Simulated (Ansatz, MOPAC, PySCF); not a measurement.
Dimer: C2H2 (SMILES C#C) (first 4 atoms) with H2O (SMILES O); geometry from S66by8 set.
(charge 0, multiplicity 1):
```xyz
7

C     -1.9285     0.0779     0.0610
H     -0.8626     0.0476     0.0364
C     -3.1403     0.1117     0.0883
H     -4.2009     0.1420     0.1129
O      3.5966    -0.1236    -0.0973
H      4.1670    -0.7134     0.3997
H      4.1686     0.2274    -0.7827
```

Interaction energies are E(AB) − E(A) − E(B) at the monomers' geometry in the complex; basis-set methods are counterpoise corrected. Rows marked so take none.

Correlated levels freeze the cores. CBS(a, b) extrapolates the correlation energy as X⁻³ and adds the Hartree–Fock energy of set b. Rows in 6-311+G** carry no dispersion term and start afresh at each structure. The state that AM1, PM3 reach isn't checked.

Programs: Ansatz (an electronic-structure program); MOPAC for AM1, PM3 (differences of heats of formation); PySCF for 6-311+G** rows, the dispersion terms. Each number belongs to the level named beside it.

```csv
level,interaction energy (kcal/mol)
AM1,-0.24
PM3,-0.21
PBE/def2-TZVPPD,-0.42
B3LYP/6-311+G** (no counterpoise),(withheld)
PBE0-D3(BJ)/def2-TZVPPD,-0.48
PBE0-D4/def2-TZVPPD,-0.47
SCS-MP2/aug-cc-pVDZ,-0.44
CCSD/aug-cc-pVDZ,-0.45
"CCSD(T)/CBS(aug-cc-pVDZ, aug-cc-pVTZ)",-0.46
```

**Question.** Complete the blanks.

**Answer.** 
- B3LYP/6-311+G** (no counterpoise), interaction energy (kcal/mol): -0.52
